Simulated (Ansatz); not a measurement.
This script makes a scan of the bond length of NaS with Ansatz 0.2.0, Python API.

`nas_scan.py`:
```python
# -*- coding: utf-8 -*-
import ansatz as az
from ase.data import atomic_masses, atomic_numbers
import numpy as np

nas = (
    az.Crystal.molecule()
    .atom("Na", [0.0, 0.0, 0.0])
    .atom("S", [0.0, 0.0, 2.56])
)

symbols = [site.symbol for site in nas.cartesian_sites]
start = np.array([site.position_ang for site in nas.cartesian_sites])
axis = (start[1] - start[0]) / np.linalg.norm(start[1] - start[0])
moving = [1]
lengths, energies = [2.253, 2.355, 2.458, 2.56, 2.662, 2.765, 2.867, 3.021], []
for length in lengths:
    xyz = start.copy()
    xyz[moving] += (length - np.linalg.norm(start[1] - start[0])) * axis
    point = az.Crystal.molecule()
    for symbol, xyz in zip(symbols, xyz):
        point = point.atom(symbol, xyz.tolist())
    model = (
        point.calculation()
        .basis(gaussian="cc-pVDZ")
        .functional("pbe0")
        .spin("collinear", total=1)
    )
    report = model.run().report
    energies.append(report["free_energy_ev"])
    print(f"r = {length:6.3f} A  E = {energies[-1]:.5f} eV  <S^2> = {abs(report['mean_field']['state']['spin_squared']):.3f}")

fit = np.polynomial.Polynomial.fit(lengths, np.array(energies) - min(energies), 4).convert()
roots = [r.real for r in fit.deriv().roots() if abs(r.imag) < 1e-9 and fit.deriv(2)(r.real) > 0]
r_e = min(roots, key=lambda r: abs(r - lengths[int(np.argmin(energies))]))
print(f"minimum of the fit at {r_e:.4f} A, force constant {fit.deriv(2)(r_e):.2f} eV/A^2")
m1, m2 = (atomic_masses[atomic_numbers[s]] for s in symbols)
mu = m1 * m2 / (m1 + m2)
print(f"harmonic wavenumber {521.4709 * np.sqrt(fit.deriv(2)(r_e) / mu):.0f} 1/cm, rotational constant {16.857629 / (mu * r_e ** 2):.4f} 1/cm")
```

Its results, one of them left out:

| r (Å) | E less the lowest row shown (eV) |
| --- | --- |
| 2.253 | 0.2090 |
| 2.355 | 0.0596 |
| 2.458 | 0.0000 |
| 2.560 | ? |
| 2.662 | 0.0539 |
| 2.765 | 0.1354 |

What is the missing energy at 2.560 Å?

A cubic in 1/r through the 5 rows shown, E = 2.5655 +21.8107/r -157.1441/r² +216.3835/r³ (eV, Å), gives 0.0045 eV at 2.560 Å. The run gave 0.0046 eV, a miss of 0.0 meV.

Reading the output:
- The basis set is modest, and single-reference methods fail as a bond breaks.
- The species is open-shell (spin multiplicity 2).
- The spin state was assumed, and another may lie lower.
- Timing: 16 s on 1 thread of Arm Neoverse V1, on a shared host, peak memory 0.18 GiB.

(A comment or docstring line of the script was reworded after the run, the code is as it ran.)
